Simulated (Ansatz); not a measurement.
Total energies of mu-NH2-B2H5 (B2NH7) from Ansatz at PBE0-D4/def2-TZVPD, gas phase (1 Eh = 27.2114 eV = 2625.5 kJ/mol). The reference geometry is relaxed at PBE-D4/def2-TZVP.

Cartesian coordinates in Å:
```
B -0.059 -0.943 0.343
N 0.066 -0.025 -0.913
B 0.013 0.960 0.296
H -0.092 0.035 1.267
H -1.132 -1.471 0.456
H 0.946 -1.545 0.609
H 0.943 -0.071 -1.425
H -0.728 -0.010 -1.547
H 1.061 1.497 0.534
H -1.017 1.572 0.381
```

```
                state   geometry  energy (Eh)
     charge 0 singlet  reference   -108.59657
    charge -1 doublet  reference   -108.56932
free B atom (doublet)          –    -24.61833
free N atom (quartet)          –    -54.54388
free H atom (doublet)          –     -0.50104
```

(1) Work out the vertical electron affinity, to the doublet.

(2) What is the binding energy per atom against free atoms?

(1) E(charge 0 singlet) − E(charge -1 doublet) = -108.59657 − (-108.56932) = -0.02725 Eh = -0.74 eV; negative, so the extra electron isn't bound.

(2) Atoms: 2 × (-24.61833) + 1 × (-54.54388) + 7 × (-0.50104) = -107.28782 Eh. Binding: -107.28782 − (-108.59657) = 1.30875 Eh = 35.61 eV, or 3.56 eV for each of 10 atoms (no zero-point energy, no counterpoise term).

At PBE0-D4/def2-TZVPD the highest occupied level of the charge -1 doublet lies above zero (up to 1.74 eV). By energy differences it is unbound by 0.74 eV (vertical, against the charge 0 singlet, at PBE0-D4/def2-TZVPD) and held by the finite basis.
